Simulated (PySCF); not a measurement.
Compound: C4H6OS.
Atom-mapped SMILES: `[O:1]=[S@:2]1[CH:3]=[CH:4][CH2:5][CH2:6]1`

Cartesian coordinates in Å at the PBE0-D3(BJ)/def2-SVP level; atoms count from 1:
```
atom  x, y, z in Å
O1    -1.4717    1.9039    1.3052
S2    -0.8835    1.4281    0.0103
C3     0.8864    1.1494    0.2011
C4     1.2865   -0.0891   -0.0864
C5     0.2044   -1.0559   -0.4724
C6    -1.1127   -0.4072   -0.0598
H7     1.5130    2.0019    0.4708
H8     2.3385   -0.3916   -0.0793
H9     0.2347   -1.2323   -1.5624
H10    0.3476   -2.0417   -0.0002
H11   -1.9646   -0.6408   -0.7122
H12   -1.3792   -0.6225    0.9869
```

NICS is the negative of the GIAO shielding at a point without a nucleus: at the ring centre (0) and 1 Å above and below it (1); zz is the component along the ring normal. Level: GIAO PBE0/pcSseg-1 (PySCF, non-relativistic, gas phase) on the PBE0-D3(BJ)/def2-SVP geometry, one conformer.

Ring bond lengths (Å), with Mayer bond orders in brackets: S2–C3 1.802 (0.89), C3–C4 1.333 (1.84), C4–C5 1.502 (1.03), C5–C6 1.525 (1.00), C6–S2 1.851 (0.88).

Question: Give the NICS values of each ring in ppm.

Answer: 
| ring | type | NICS(0) | NICS(1), two faces | NICS(1)zz, two faces | rms pucker (Å) | centre to ring atoms, mean (Å) |
| --- | --- | --- | --- | --- | --- | --- |
| S2–C3–C4–C5–C6 | 5-membered ring with S; formal bonds 1 double, 4 single | -3.6 | -2.2 / -4.8 | -0.7 / -4.9 | 0.12 | 1.35 |

Question: What can be read from them?

Answer: 
- S2–C3–C4–C5–C6: mean NICS(1)zz -2.8 ppm, near zero. C5, C6 have four or more neighbours; no verdict on aromaticity is drawn. The two faces differ by 4.2 ppm, so no symmetry operation interchanges them.

Question: At the second NICS(1) probe listed for ring S2–C3–C4–C5–C6, 1 Å off the ring, how large is the induced field along the normal in 7.05 T applied along it?

Answer: NICSzz × B0 = -4.9 ppm × 7.05 T = -35 μT, against the applied field.

Question: List the ring angles and the Hirshfeld charges of the ring atoms.

Answer: 
- S2–C3–C4–C5–C6: S2 88.4° (+0.312 e), C3 114.6° (-0.077 e), C4 115.9° (-0.030 e), C5 106.2° (-0.065 e), C6 109.0° (-0.076 e); sum 534.1° against 540° for a flat convex ring.

Question: How shielded are the nuclei of the rings and their hydrogens (means over atoms taken as equivalent)?

Answer: 
```csv
atoms,environment,σ isotropic (ppm),"principal values of the symmetric part, first atom (ppm)"
S2,sulfinyl sulfur,123.8,"-39.4, 128.6, 282.2"
C3,alkene CH carbon,35.1,"-60.0, 51.4, 113.8"
C4,alkene CH carbon,42.9,"-68.2, 48.7, 148.1"
C5,allylic carbon,150.5,"127.8, 150.5, 173.1"
C6,sp3 carbon bound to sulfur,122.9,"71.7, 125.7, 171.5"
H7,vinylic hydrogen,24.71,"23.3, 24.8, 25.9"
H8,vinylic hydrogen,24.86,"22.7, 25.0, 26.8"
H9,methylene hydrogen,28.83,"24.8, 26.7, 35.0"
H10,methylene hydrogen,28.40,"24.0, 26.2, 35.0"
H11,methylene hydrogen,27.71,"24.7, 26.9, 31.6"
H12,methylene hydrogen,28.68,"25.5, 27.8, 32.8"
```

Question: How do the values depend on the level or the medium?

Answer: 
```tsv
level	NICS(0), S2–C3–C4–C5–C6	mean NICS(1)zz, S2–C3–C4–C5–C6
PBE0/pcSseg-1, gas	-3.6	-2.8
wB97X-D/pcSseg-2, gas	-3.6	-2.4
```

The geometry is the same throughout.
